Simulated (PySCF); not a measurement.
Compound: aminoacetonitrile, C₂H₄N₂.
Cartesian coordinates in Å at the GFN2-xTB level; atoms count from 1:
```
atom  x, y, z in Å
N1     2.3208   -0.3437    0.1819
C2     1.2729    0.1098    0.1116
C3    -0.0998    0.5716    0.0146
N4    -1.0622   -0.5126   -0.1195
H5    -0.1918    1.2325   -0.8545
H6    -0.3426    1.1469    0.9148
H7    -0.8739   -1.0592   -0.9535
H8    -1.0143   -1.1358    0.6799
```

Computed with CAM-B3LYP/def2-SVPD in PySCF (dipole) on a GFN2-xTB geometry, gas phase.

Take the most abundant isotopes and a rigid rotor. The values belong to one conformer with, in the numbering `[N:1]#[C:2][CH2:3][NH2:4]`, C2–C3–N4–H -60° and 60°.

Task: What are A, B and C (MHz)?

Result: Ia = 17.42, Ib = 101.14, Ic = 112.66 u·Å²; 505379 MHz·u·Å²/I gives A = 29016, B = 4997, C = 4486 MHz.

Task: What kind of rotor is it?

Result: A near-prolate asymmetric top. Ray's parameter κ = (2B − A − C)/(A − C) = -0.958; −1 is the prolate and +1 the oblate limit.

Task: Is it planar, by Δ = Ic − Ia − Ib?

Result: Not planar: Δ = Ic − Ia − Ib = -5.90 u·Å². For a rigid frame Δ = −2 Σ m c², so Σ m c² = 2.95 u·Å² lies off the ab plane, practically all of it from hydrogen. The atom farthest from that plane is 0.89 Å away.

Task: Give the other two planar moments, Paa and Pbb, and the rms extents of the mass along the axes.

Result: Paa = Σ m a² = (Ib + Ic − Ia)/2 = 98.19 and Pbb = Σ m b² = (Ia + Ic − Ib)/2 = 14.47 u·Å². With the mass M = 56.04 u, the rms extents √(P/M) along a, b and c are 1.32, 0.51, 0.23 Å.

Task: List the rotational levels J(Ka,Kc) to J = 3 (K).

Result: Above 0(0,0), as E/k:
J = 1: 1(0,1) 0.455, 1(1,1) 1.608, 1(1,0) 1.632
J = 2: 2(0,2) 1.365, 2(1,2) 2.494, 2(1,1) 2.567, 2(2,1) 6.025, 2(2,0) 6.026
J = 3: 3(0,3) 2.729, 3(1,3) 3.822, 3(1,2) 3.969, 3(2,2) 7.391, 3(2,1) 7.393, 3(3,1) 13.216, 3(3,0) 13.216
The levels of one J sum to (2J + 1)J(J + 1)(A + B + C)/3.

Task: Which lines would a microwave search look for?

Result: The dipole components are |μa| = 2.53 D, |μb| = 0.67 D, |μc| = 0.00 D; the mirror of this Cs structure is the ab plane, so μc vanishes by symmetry and there are no c-type lines. Intensities carry the squares of the components, which stand as 1.00 : 0.07 (a : b). Some lines, for components of 0.1 D or more:

| type | branch | J(Ka,Kc) | MHz | lower level (cm⁻¹) |
| --- | --- | --- | --- | --- |
| a | Q | 1(1,0) ← 1(1,1) | 511 | 1.118 |
| a | Q | 2(1,1) ← 2(1,2) | 1532 | 1.733 |
| a | R | 1(0,1) ← 0(0,0) | 9482 | 0.000 |
| a | R | 2(1,2) ← 1(1,1) | 18454 | 1.118 |
| a | R | 2(0,2) ← 1(0,1) | 18957 | 0.316 |
| a | R | 2(1,1) ← 1(1,0) | 19476 | 1.135 |
| b | Q | 1(1,0) ← 1(0,1) | 24531 | 0.316 |
| b | Q | 2(1,1) ← 2(0,2) | 25049 | 0.949 |
| b | R | 1(1,1) ← 0(0,0) | 33502 | 0.000 |
| b | R | 2(1,2) ← 1(0,1) | 42474 | 0.316 |
| b | Q | 2(2,0) ← 2(1,1) | 72067 | 1.784 |
| b | Q | 2(2,1) ← 2(1,2) | 73592 | 1.733 |
| b | R | 2(2,1) ← 1(1,0) | 91535 | 1.135 |
| b | R | 2(2,0) ← 1(1,1) | 92054 | 1.118 |

Task: Estimate the classical rotational partition function at 10 K, 100 K and 500 K.

Result: Point group Cs, symmetry number σ = 1; q = (√π/σ)·√((kT/h)³/(ABC)), k/h = 20836.6 MHz/K: 209 at 10 K, 6610 at 100 K, 73900 at 500 K.

No frequency check. Constants of a rigid frame at the computed geometry: no zero-point averaging, no centrifugal distortion. A rigid rotor knows nothing of inversion at nitrogen, which can split or shift real lines. Quadrupole hyperfine structure (14N) is left out.
